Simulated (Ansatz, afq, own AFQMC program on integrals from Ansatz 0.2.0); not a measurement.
Integrals from Ansatz 0.2.0, then the random walk in our own AFQMC program (afq).

```yaml
crystal:
  periodic: [false, false, false]
  atoms:
    - {symbol: Al, position_ang: [0.000000, 0.000000, 0.000000]}
    - {symbol: Cl, position_ang: [0.000000, 0.000000, 2.303900]}
basis:
  gaussian: {orbitals: aug-cc-pVDZ}
total_charge: -1
magnetization: {spin_polarized: true, initial_magnetization: 3}
correlation: {method: ccsd_t, electrons: outside_noble_gas, hamiltonian_folder: ham}
```

```sh
$ ansatz run in.yaml --threads 1 --pin off --events-out ev --progress --plain --max-ram 1843MiB
```

Options of the walk:

```
--method phaseless --trial hf --walkers 120 --populations 1 --least-time 40 --time-step 0.005 --steps-per-block 20 --equilibration-blocks 112 --max-blocks 600 --target-error 0.0012000 --factor-cut 1e-05 --start spin_pure --seed 6285 --taylor-order 6
```

Times are imaginary, in 1/Eh. The walk had a cap of 2083 s.

afq prints:

```
orbitals 44  electrons 7 4  factors 313 of 539
reference energy -701.43366781 Eh
CCSD correlation -0.19493597 Eh in 11 cycles, weight of the determinant in the CISD state 0.8960
energy of the start -701.433679 Eh
 block  time / (1/Eh)  mean weight  energy / Eh
     1     0.100  0.9987  -701.475082
     2     0.200  1.0021  -701.502092
     3     0.300  1.0003  -701.522823
     4     0.400  1.0012  -701.538437
     5     0.500  1.0004  -701.555411
     8     0.800  1.0005  -701.579105
    18     1.800  1.0002  -701.596374
    69     6.900  1.0000  -701.644346
   120    12.000  1.0001  -701.626225
   171    17.100  1.0000  -701.612160
   222    22.200  0.9995  -701.624617
   273    27.300  1.0009  -701.638144
   324    32.400  0.9995  -701.627864
   375    37.500  0.9998  -701.636731
   409    40.900  1.0010  -701.666179
   426    42.600  0.9998  -701.655472
   477    47.700  0.9987  -701.638447
   528    52.800  0.9999  -701.631338
   579    57.900  1.0004  -701.619158
   630    63.000  1.0004  -701.633849
   647    64.700  0.9985  -701.608100
   681    68.100  1.0014  -701.644044
   698    69.800  1.0004  -701.634960
blocks merged  error / Eh  count
     1  0.000623  600
     2  0.000838  300
     4  0.001102  150
     8  0.001389  75
    16  0.001739  37
    32  0.001584  18
    64  0.001886  9
energy -701.635123 +/- 0.001739 Eh
(rows thinned)
```

The run passed its tests (sampling time, drift between the halves within three errors, error under three times the target), which doesn't prove that it has relaxed.

Against this walk (error 47.3 meV) on the same determinant: CCSD(T) 23.0 meV higher (within the noise), CCSDT(Q) 8.4 meV lower (within the noise). The error is statistical and leaves out the bias of the constraint.

Cautions: constraint bias not in the error; error above the target (47.3 against 32.7 meV); another spin lies lower (by 2.23 eV); at this level and basis the anion state lies above a neutral one.

The walk took 6.8 min on 1 thread of Arm Neoverse V1 (shared host). The log's last line is the phaseless energy.

CCSDT and higher add their correlation energy to the determinant of the CCSD(T) run, since their own runs factorise the integrals more tightly (a shift of under 2 meV). A walk keeps the symmetry of its determinant, which the program's search chose and which needn't be the lowest solution, so a lower state of the same spin and another symmetry isn't excluded.
